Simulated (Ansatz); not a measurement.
# Gold, fcc: convergence with the plane-wave cutoff

Computed with Ansatz, r²SCAN, scalar-relativistic PAW, on the relaxed cell (a = 4.123 Å; spin not included). Errors count from a run at 500 eV on a Γ-centred 22×22×22 mesh with Fermi-Dirac smearing of 0.1 eV, extrapolated to zero width. Fixed here: mesh 13×13×13, Fermi-Dirac width 0.1 eV. The pressure holds a Pulay correction and is unreliable far below the recommended cutoff. The SCF starts from atomic densities corrected by a trained network.

```json
{"cutoff (eV)": "150", "E(σ→0) error (meV/atom)": "51722.4", "P (GPa)": "-91.69", "SCF iterations": "8"}
{"cutoff (eV)": "200", "E(σ→0) error (meV/atom)": "9900.0", "P (GPa)": "10.58", "SCF iterations": "7"}
{"cutoff (eV)": "250", "E(σ→0) error (meV/atom)": "1287.1", "P (GPa)": "1.14", "SCF iterations": "6"}
{"cutoff (eV)": "300", "E(σ→0) error (meV/atom)": "116.3", "P (GPa)": "-0.39", "SCF iterations": "6"}
{"cutoff (eV)": "420", "E(σ→0) error (meV/atom)": "4.0", "P (GPa)": "0.02", "SCF iterations": "6"}
{"cutoff (eV)": "500", "E(σ→0) error (meV/atom)": "0.1", "P (GPa)": "0.02", "SCF iterations": "6"}
{"cutoff (eV)": "600", "E(σ→0) error (meV/atom)": "-1.0", "P (GPa)": "0.01", "SCF iterations": "6"}
{"cutoff (eV)": "800", "E(σ→0) error (meV/atom)": "-1.8", "P (GPa)": "0.01", "SCF iterations": "6"}
```

Problem. What does the run at 350 give (cutoff)?

Solution. E(σ→0) error (meV/atom): 11.0; P (GPa): 0.06; SCF iterations: 6.

Within 5 meV/atom of the last row: from 500 eV on.
